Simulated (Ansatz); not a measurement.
Two structures of BH4OF, singlet, reached by relaxing down either side of one saddle point (PBE0-D4/def2-TZVP). Energies are electronic, without zero-point energy. Computed with Ansatz 0.2.0 (basis: def2-TZVPP and def2-QZVPP); correlated methods freeze the cores. Extrapolation: Hartree–Fock as exp(−7.88 √X), correlation as X^−2.97. First:

B1  (0.021, -0.278, -0.681)
F2  (-0.902, -1.222, -0.291)
H3  (1.140, -0.696, -0.852)
H4  (-0.402, 0.578, -1.419)
H5  (0.528, 0.020, 1.452)
O6  (0.239, 0.629, 0.761)
H7  (-0.623, 0.969, 1.030)
(Å)

Second:

B1  (0.412, 0.481, -0.930)
F2  (-0.553, -1.882, 1.699)
H3  (0.876, -0.500, -1.422)
H4  (0.465, 1.568, -1.430)
H5  (-0.417, -1.119, 1.174)
O6  (-0.208, 0.323, 0.267)
H7  (-0.574, 1.129, 0.642)
(Å)

Q: Which bonds change from the first to the second?

A: BH₂F ([BH2][F]) + H₂O → BH₃O ([BH2][OH]) + HF; bonds formed: F2–H5; dative contacts that become bonds: B1–O6; bonds broken: B1–F2, H5–O6.

Q: Give the saddle point's structure and its height above each. (To be estimated.)

A: The calculation gives: 0.964 eV above the first and 0.890 eV above the second (CCSD(T) at an estimated basis limit (MP2 extrapolated from triple and quadruple zeta, plus CCSD(T) − MP2 in triple zeta)).
B1  (0.168, -0.050, -0.576)
F2  (-0.615, -1.277, 0.236)
H3  (1.149, -0.546, -1.038)
H4  (-0.644, 0.497, -1.264)
H5  (-0.268, -0.532, 0.964)
O6  (0.384, 0.569, 0.771)
H7  (-0.175, 1.339, 0.907)
(Å)

T1 diagnostic: at most 0.012.

The step is the kind of ligand exchange by which a precursor binds to a hydroxyl group, or is hydrolysed, in atomic layer deposition of oxides.

Labels in which every atom is bracketed show which atoms are joined, not bond orders.

For scale, one of the runs: CCSD(T)/def2-TZVPP, 149 basis functions, launched by `ansatz run in.yaml --threads 2 --pin off --events-out ev --progress --plain --max-ram 4352MiB`. Time: 7.5 s of wall clock on 2 CPU threads of an Intel Xeon 6975P-C; the host was shared. Peak host memory: 1.1 GiB.
